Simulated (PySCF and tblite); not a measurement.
The numbers below are computed, except where a source is named.
System: C₅H₁₁ (charge +1), numbered as in [CH3:1][CH2:2][C+:3]([CH3:4])[CH3:5].

For the shift of H on C4 from C4 to C3: electronic barrier 35.76 kcal/mol, zero-point change -0.39 kcal/mol, thermal and entropy terms at 200 K a further 0.10 kcal/mol (symmetry numbers apart). The minimum is Cs, the saddle C1. Geometries: PBE0-D3(BJ)/def2-SVP; energies: CAM-B3LYP/pcSseg-1 + D3(BJ); zero-point and thermal terms from GFN2-xTB harmonic modes (soft modes blended into free rotors). Rates follow Eyring's equation with the number of equivalent paths and no tunnelling. Run with tblite and PySCF.

Task: How many equivalent paths lead out of the minimum?

Result: 2: the symmetry number of the minimum is 1, that of the saddle displaced along its mode 1, and the displaced saddle is chiral while the minimum is not, which doubles the count.

Task: Work out the rate at 200 K.

Result: ΔG‡ = 35.47 kcal/mol; k_B T/h = 4.2×10¹² s⁻¹; exp(−ΔG‡/RT) = 1.7×10⁻³⁹; times 2 gives k = 1.4×10⁻²⁶ s⁻¹. Wigner's tunnelling factor for the 202i cm⁻¹ mode would be 1.09.

The ion is treated without a counter-ion.
